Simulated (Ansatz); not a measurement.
## Litharge PbO

Level of theory: PBE-D4 (Ansatz, a first-principles code, plane waves, PAW).

Numerical settings: plane-wave cutoff 500 eV, 8×8×6 k mesh (along the axes of the cell as run), gaussian smearing 0.02 eV, scalar-relativistic PAW data made under PBE.

Cell (relaxed at this level):

Space group P4/nmm, origin choice 1 (No. 129); a = b = 4.0365 Å, c = 4.9552 Å, α = β = γ = 90.00°

| atom | site | symmetry | x | y | z |
|---|---|---|---|---|---|
| Pb | 2c | 4mm | 0.0000 | 0.5000 | 0.2393 |
| O | 2a | -4m2 | 0.0000 | 0.0000 | 0.0000 |

| Item | Value |
|---|---|
| band gap | 1.24 eV (on the SCF k mesh) |

Note: a distance lies near a switch of the dispersion term, which can move the cell.

Spin–orbit coupling is not included; with these elements it can move the gap by several tenths of an eV or more.
